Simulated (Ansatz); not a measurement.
Results of BLYP (plane waves, PAW; Ansatz, an electronic-structure program) for fcc Pd.

Numerical settings: plane-wave cutoff 520 eV, 24×24×24 k mesh, Fermi–Dirac smearing 0.05 eV, scalar-relativistic PAW data made under PBE.

Energies at three volumes about the minimum:

| V (Å³/atom) | E − E_lowest (meV/atom) |
|---|---|
| 16.004 | 2.89 |
| 16.331 | 0.00 |
| 16.657 | 2.60 |

### Question
Fit a parabola by hand: where is the minimum, what lattice constant follows, and what is the bulk modulus?

### Answer
Slopes: (0.00 − 2.89)/(16.331 − 16.004) = -8.838 and (2.60 − 0.00)/(16.657 − 16.331) = 7.975 meV/Å³. Curvature E″ = 2 × (7.975 − (-8.838))/(16.657 − 16.004) = 51.495 meV/Å⁶. From the middle of the first interval, the slope vanishes at V0 = 16.1675 − (-8.838)/51.495 = 16.339 Å³/atom. B = V0 E″ = 16.339 × 51.495 meV/Å³ × 0.1602 GPa per meV/Å³ = 135 GPa. With 4 atoms in the cube, a = (4 × 16.339)^(1/3) = 4.028 Å. The full Birch–Murnaghan fit to all volumes gives V0 = 16.332 Å³/atom and B0 = 135 GPa.

Measured, for comparison: bulk modulus 195 GPa (zero-point energy and finite temperature contributions removed, our sources range from 187 to 198; as tabulated in doi:10.1021/acs.jctc.3c00612); lattice constant a 3.876 Å (static lattice: zero-point anharmonic expansion removed; as tabulated in Mejia-Rodriguez and Trickey (2018), arXiv:1807.09216). Computed (rounded) less measured: bulk modulus -31 % (-28 % to -32 % over the range).

Note: the cell is over a tenth larger than the published one: the level's own overestimate first of all, though another phase or state, or a fault of the published cell, is possible.
